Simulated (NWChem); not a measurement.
**Correlation energy of hydrogen sulfide (H2S)**

```
S
H 1 1.3608
H 1 1.3608 2 91.41
```
Charge 0, spin multiplicity 1.

Program: NWChem. All single points use one geometry, from PBE/def2-SVP, a minimum by its harmonic frequencies.

Basis set: 6-31G*. Each correlation energy counts from its own Hartree-Fock reference.

The correlated methods keep 5 core orbitals frozen. The Pople sets run with spherical d functions. Coupled-cluster values serve here as a point of comparison, not as the truth.

Question: Order these methods by the correlation energy they give, lowest first: MP2, CCSD+T(CCSD), SCS-MP2, CCSD.

Answer: CCSD+T(CCSD) (-146.4 mHa), CCSD (-143.4 mHa), SCS-MP2 (-123.5 mHa), MP2 (-120.8 mHa)
